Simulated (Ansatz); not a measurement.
A displaced shape of singlet OH(-):

```xyz
2

O    -0.0489    0.0012   -0.0986
H     0.0257    0.0241    0.8362
```

It was optimised with PBE0/def2-SVP in Ansatz (development build ahead of 0.2.0) to forces under 0.001 eV/Å, with restricted orbitals. Each step stands on the lowest determinant of that kind that the program's search found.

What shape does it relax to, and how does the optimisation go?

```tsv
atom	x (Å)	y (Å)	z (Å)
O	-0.0506	0.0007	-0.1198
H	0.0274	0.0246	0.8574
```

Bond lengths: O1–H2 0.981 Å.

```csv
step,E − E(start) (eV),largest force (eV/Å)
1,0.0000,2.1650
2,-0.0404,0.5675
3,-0.0439,0.0591
4,-0.0439,0.0017
5,-0.0439,0.0000
```

The optimisation ended after 5 steps with its threshold met. Caution: no diffuse functions for an anion.
